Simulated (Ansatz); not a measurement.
**Body-centred tetragonal In: properties by level of theory**

Reference values: lattice constant a 3.252 Å (measured, 293 K, no zero-point or thermal correction; as tabulated in Wikipedia's data pages); lattice parameter c 4.947 Å (measured, 293 K, no zero-point or thermal correction; as tabulated in Wikipedia's data pages); bulk modulus 44.7 GPa (measured, copied from a table, unchecked, extrapolated to 0 K and zero-point effects removed; as tabulated in Lejaeghere et al. (2013), arXiv:1204.2733).

| level (code) | lattice constant a (Å) | lattice parameter c (Å) | bulk modulus B0 (GPa) |
|---|---|---|---|
| LDA (Ansatz) | 3.176 | 4.875 | 49.8 |
| BLYP (Ansatz) | 3.463 | 5.172 | 23.2 |
| PBEsol+SOC (Ansatz) | 3.220 | 4.919 | 45.1 |
| rVV10 (Ansatz) | 3.331 | 5.067 | 33.6 |

Differences from the reference values (errors of the level alone only where the reference is corrected to a static lattice):

```json
[
 {"level": "LDA", "lattice constant a (%)": "-2.34", "lattice parameter c (%)": "-1.46", "bulk modulus (%)": "+11.4"},
 {"level": "BLYP", "lattice constant a (%)": "+6.49", "lattice parameter c (%)": "+4.55", "bulk modulus (%)": "-48"},
 {"level": "PBEsol+SOC", "lattice constant a (%)": "-0.98", "lattice parameter c (%)": "-0.57", "bulk modulus (%)": "+0.9"},
 {"level": "rVV10", "lattice constant a (%)": "+2.43", "lattice parameter c (%)": "+2.43", "bulk modulus (%)": "-25"}
]
```

Nearest: lattice constant a, not ranked (reference at room or unstated temperature); lattice parameter c, not ranked (reference at room or unstated temperature); bulk modulus, not ranked (one source).

Caveats: the cell is over a tenth larger than the published one: the level's own overestimate first of all, though another phase or state, or a fault of the published cell, is possible (BLYP). Ansatz's density-functional and Hartree–Fock values are scalar-relativistic unless marked +SOC, with PAW data made under PBE.

Differences are worked out from the printed values.

The computed numbers hold no vibrational or temperature effects.

Ansatz is a first-principles code.
